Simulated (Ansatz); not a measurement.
# CH2Si: the cost of one run

Program: Ansatz 0.2.0, Gaussian basis. Level of theory: def2-QZVPP, core rule «outside noble gas», up to 6 orbitals frozen. These are calculated values, not measurements.

To be run: UHF; ROHF; CCSD(T) on UHF.

2 further runs of the same task are left out: 2 set aside as unsound or not needed. Runs told in other sessions of the task aren't counted.

**1. What is computed**

The geometry is a PBE0/def2-TZVP stationary point (not a proven minimum) of the parent state, kept for this charge and spin.

4 atoms, charge 0, spin multiplicity 3.

Atoms are counted from 1 here; the program's logs count them from 0.

Bond lengths: Si1–C2 1.637 Å, Si1–H3 1.483 Å, C2–H4 1.078 Å. Angles: C2–Si1–H3 123.0°, Si1–C2–H4 153.9°.

**2. UHF**

The input, in.yaml:

```yaml
crystal:
  periodic: [false, false, false]
  atoms:
    - {symbol: Si, position_ang: [0.000000, -0.101057, 0.500037]}
    - {symbol: C, position_ang: [0.000000, 0.164958, -1.114795]}
    - {symbol: H, position_ang: [0.000000, 0.995702, 1.498344]}
    - {symbol: H, position_ang: [0.000000, -0.145469, -2.147521]}
basis:
  gaussian: {orbitals: "def2-QZVPP.json"}
magnetization: {spin_polarized: true, initial_magnetization: 2}
hamiltonian: {xc: hf}
output: {orbitals: {seedname: orbitals}}
```

Started as:

```bash
$ ansatz run in.yaml --threads 1 --pin off --events-out ev --progress --plain --max-ram 2393MiB
```

Q: Estimate wall time and peak memory on 1 thread of Arm Neoverse V2, shared host.

About 18 s, with a peak of 0.34 GiB.
